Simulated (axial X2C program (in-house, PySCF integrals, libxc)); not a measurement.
# How long does MgB⁺ take?

A bond scan computed with an in-house all-electron X2C program for linear molecules (integrals from PySCF). Basis: Mg dyall-cv3z [9s8p6d3f], B dyall-v3z [7s6p2d1f] (cores contracted in-house).

Input:
```json
{
 "zs": [
  12,
  5
 ],
 "q": 1,
 "bas": [
  "dyall-cv3z",
  "dyall-v3z"
 ],
 "levels": [
  "PBE0",
  "HF",
  "B3LYP"
 ],
 "cc": true,
 "r0": 2.24,
 "thr": -2.0,
 "nmax": 90,
 "npts": 10,
 "nst": 2,
 "ntry": 6
}
```
```bash
python so2c.py task.json out
```

Keys: zs atomic numbers; q charge; bas basis sets; levels methods; cc coupled cluster on or off; r0 starting distance in Å; thr threshold in hartree for freezing inner shells (an s shell follows its p shell); nmax most natural virtual spinors; npts points on the curve; nst determinants followed; ntry starts of the search. HF also brings MP2.

Hardware: 1 thread of Arm Neoverse N1, on a shared host.

Wall time of one point of each curve, integrals apart:

```
Hamiltonian                               level  points  seconds a point
  spin-free                                PBE0      10             0.17
  spin-free                                  HF      10            0.063
  spin-free  CCSD(T) (4 electrons, 80 virtuals)       7             0.89
  spin-free                               B3LYP      10             0.19
         2c                                PBE0      10              0.2
         2c                                  HF      10            0.084
         2c  CCSD(T) (4 electrons, 80 virtuals)       7             0.97
         2c                               B3LYP      10             0.22
```

The rest:

Search with its distance optimisation 9.4 s, atoms 4.5 s, whole task 42 s. Coupled cluster runs on the points near the minimum only. The program drops outer points, and coupled cluster, when its time limit (not in the input) nears; MP2, further determinants and curves that did not converge are not in the table.
